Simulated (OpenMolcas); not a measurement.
# UB3LYP/cc-pVDZ run of PH (SMILES [PH])

What is the vertical ionisation energy of PH at UB3LYP/cc-pVDZ? 

The results are computed with OpenMolcas 26.06.

### 1 Starting point

PH has 2 atoms, charge 0, and is taken as a triplet. SMILES: `[PH]`. The coordinates come from a GFN2-xTB relaxation.

Bond lengths: P1–H2 1.399 Å.

### 2 A single-point energy at UB3LYP/cc-pVDZ

Contents of geom.xyz:

```xyz
2

P      0.000000     0.000000     0.000000
H      0.000000     0.000000     1.399070
```

Contents of job.inp:

```
* HP Kohn-Sham DFT
&gateway
baslib = $CurrDir
coord = geom.xyz
basis = cc-pVDZ
group = NoSym
&seward
&scf
uhf
spin = 3
ksdft = B3LYP
prorbitals = 1 1
```

The basis set cc-pVDZ is read from a file made from the Basis Set Exchange's data (not shown).

Started as:

```console
export MOLCAS_MEM=1860
pymolcas job.inp > job.log
```

Standard output:

```text
--- Start Module: gateway ---
[...]
--- Stop Module: gateway /rc=_RC_ALL_IS_WELL_ ---
--- Start Module: seward ---
[...]
      Basis functions           23
--- Stop Module: seward /rc=_RC_ALL_IS_WELL_ ---
--- Start Module: scf ---
[...]
       Convergence after  13 Iterations
[...]
::    Total KS-DFT energy                            -341.8958751804
[...]
      Total spin, S                                     1.0017109841
[...]
      Total electronic charge=   16.000000
      Total            charge=   -0.000000
[...]
      Dipole Moment (debye):
      Origin of the operator (angstrom)=    0.0000    0.0000    0.0441
                   X= -1.0771E-15               Y= -6.2773E-16               Z=  5.6666E-01           Total=  5.6666E-01
      Quadrupole Moment (debye*angstrom):
[...]
--- Stop Module: scf /rc=_RC_ALL_IS_WELL_ ---
[...]
```

Wall time 3.3 s (1 thread of Arm Neoverse V1, shared host); peak memory 0.37 GiB.

### 3 The doublet cation at the same level

geom.xyz is that of step 2.

Contents of job.input:

```
&gateway
baslib = $CurrDir
coord = geom.xyz
basis = cc-pVDZ
group = NoSym
&seward
&scf
uhf
charge = 1
spin = 2
ksdft = B3LYP
prorbitals = 1 1
```

The basis set cc-pVDZ is read from a file made from the Basis Set Exchange's data (not shown).

Started as:

```console
export MOLCAS_MEM=1860
pymolcas job.input > job.log
```

Standard output:

```text
--- Start Module: gateway ---
[...]
--- Stop Module: gateway /rc=_RC_ALL_IS_WELL_ ---
--- Start Module: seward ---
[...]
      Basis functions           23
--- Stop Module: seward /rc=_RC_ALL_IS_WELL_ ---
--- Start Module: scf ---
[...]
       Convergence after  20 Iterations
[...]
::    Total KS-DFT energy                            -341.5228806723
[...]
      Total spin, S                                     0.5017566319
[...]
      Total electronic charge=   15.000000
      Total            charge=    1.000000
[...]
      Dipole Moment (debye):
      Origin of the operator (angstrom)=    0.0000    0.0000    0.0441
                   X=  1.9000E-17               Y=  3.7224E-17               Z=  9.6303E-01           Total=  9.6303E-01
      Center of Charge (angstrom)
[...]
--- Stop Module: scf /rc=_RC_ALL_IS_WELL_ ---
[...]
```

It took 3.9 s on 1 thread of Arm Neoverse V1, shared host; peak memory 0.37 GiB.

### 4 Summary of results

Level: UB3LYP/cc-pVDZ.

| quantity | value |
| --- | --- |
| triplet PH: total energy | -341.89588 Eh |
| triplet PH: dipole moment | 0.57 D |
| triplet PH: HOMO energy (highest over α and β) | -6.87 eV |
| triplet PH: LUMO energy (lowest over α and β) | -3.11 eV |
| triplet PH: ⟨S²⟩ | 2.005 |
| doublet cation: total energy | -341.52288 Eh |
| doublet cation: HOMO energy (highest over α and β) | -15.61 eV |
| doublet cation: LUMO energy (lowest over α and β) | -13.37 eV |
| doublet cation: ⟨S²⟩ | 0.754 |
| vertical ionisation energy (to the doublet cation) | 10.150 eV |

What this shows: Removing an electron at fixed nuclei costs 10.15 eV (979 kJ/mol).
